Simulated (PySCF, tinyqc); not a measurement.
Worked calculation: G0W0 on RHF in the sto-3g basis, for HF, spin multiplicity 1. The lowest restricted solution is unstable here: a spin-polarised one lies 0.0117 hartree lower (PySCF). One step of it, computed by the program tinyqc.

Question. G0W0 on Hartree-Fock: LUMO. W(p,q,m) = sqrt2 sum_ia (pq|ia) (X+Y)_ia,m; Sigma_c(x) = sum_(i,m) W^2/(x - e_i + w_m) + sum_(a,m) W^2/(x - e_a - w_m); solve x = e_p + Sigma_c(x) by Newton steps; Z = 1/(1 - dSigma/dx); 1 hartree = 27.211386 eV.

orbital energies (hartree): MO1 -25.930153, MO2 -1.408949, MO3 -0.464272, MO4 -0.464272, MO5 -0.461697, MO6 0.317300

Two-electron integrals over orbitals (pq|rs), unique and non-zero (hartree):
```
(11|11) 5.364703    (21|11) -0.524130   (21|21) 0.080704    (22|11) 1.238450
(22|21) -0.023081   (22|22) 0.876712    (31|31) 0.029527    (32|31) 0.040237
(32|32) 0.190495    (33|11) 1.264028    (33|21) -0.015178   (33|22) 0.897701
(33|33) 0.997514    (41|41) 0.029527    (42|41) 0.040237    (42|42) 0.190495
(43|43) 0.053770    (44|11) 1.264028    (44|21) -0.015178   (44|22) 0.897701
(44|33) 0.889973    (44|44) 0.997514    (51|11) 0.088842    (51|21) -0.013324
(51|22) 0.005524    (51|33) 0.002628    (51|44) 0.002628    (51|51) 0.016670
(52|11) -0.110315   (52|21) 0.004431    (52|22) -0.045650   (52|33) -0.061466
(52|44) -0.061466   (52|51) 0.020477    (52|52) 0.129767    (53|31) -0.006198
(53|32) -0.025015   (53|53) 0.033720    (54|41) -0.006198   (54|42) -0.025015
(54|54) 0.033720    (55|11) 0.869249    (55|21) -0.008270   (55|22) 0.679061
(55|33) 0.665095    (55|44) 0.665095    (55|51) -0.001683   (55|52) -0.010570
(55|55) 0.661985    (61|11) 0.094728    (61|21) -0.015085   (61|22) 0.002791
(61|33) 0.002794    (61|44) 0.002794    (61|51) -0.012800   (61|52) -0.022818
(61|55) 0.004753    (61|61) 0.018986    (62|11) -0.137823   (62|21) 0.003747
(62|22) -0.076551   (62|33) -0.076214   (62|44) -0.076214   (62|51) -0.019911
(62|52) -0.080793   (62|55) -0.020692   (62|61) 0.019267    (62|62) 0.091298
(63|31) -0.006232   (63|32) -0.025590   (63|53) -0.023199   (63|63) 0.028633
(64|41) -0.006232   (64|42) -0.025590   (64|54) -0.023199   (64|64) 0.028633
(65|11) -0.431822   (65|21) 0.007184    (65|22) -0.248973   (65|33) -0.254916
(65|44) -0.254916   (65|51) 0.001319    (65|52) 0.074831    (65|55) -0.089018
(65|61) -0.004394   (65|62) 0.032372    (65|65) 0.241338    (66|11) 0.828437
(66|21) -0.008827   (66|22) 0.631265    (66|33) 0.616957    (66|44) 0.616957
(66|51) 0.009186    (66|52) 0.041340    (66|55) 0.640771    (66|61) -0.006669
(66|62) -0.050229   (66|65) -0.028059   (66|66) 0.664766
```

excitation energies w (hartree): [0.836882, 0.836882, 1.161402, 1.902612, 26.285406]

X + Y, order 1>6, 2>6, 3>6, 4>6, 5>6:
$$\begin{pmatrix}
0.000000 & 0.000000 & 0.000784 & -0.002769 & 0.999278 \\
0.000000 & 0.000000 & -0.080818 & 0.950430 & 0.000193 \\
0.226975 & 0.939357 & 0.000000 & 0.000000 & 0.000000 \\
0.939357 & -0.226975 & 0.000000 & 0.000000 & 0.000000 \\
0.000000 & 0.000000 & 0.817185 & 0.042417 & -0.000020
\end{pmatrix}$$

Give: The 12 largest terms at x = e_p; Newton steps; quasiparticle energy of the LUMO; Hartree-Fock value.

Answer.

The 12 largest terms at x = e_p (hartree; W for the signs of X + Y given):
```
q  m       W       term
5  3   0.275      0.039
2  4   0.125   4.28e-03
6  4  -0.069  -2.51e-03
5  4   0.058   1.25e-03
3  2   0.038   8.94e-04
4  1   0.038   8.94e-04
6  3  -0.027  -6.14e-04
2  3   0.027   2.52e-04
4  2  -0.009   5.22e-05
3  1   0.009   5.22e-05
2  5   0.027   2.65e-05
1  4   0.026   2.32e-05
```

Newton steps (hartree):
```
step      x  Sigma_c(x)      Z
0     0.317       0.044  0.976
1     0.360       0.043  0.977
2     0.360       0.043  0.977
```

quasiparticle energy of the LUMO = 9.793 eV

Hartree-Fock value = 8.634 eV
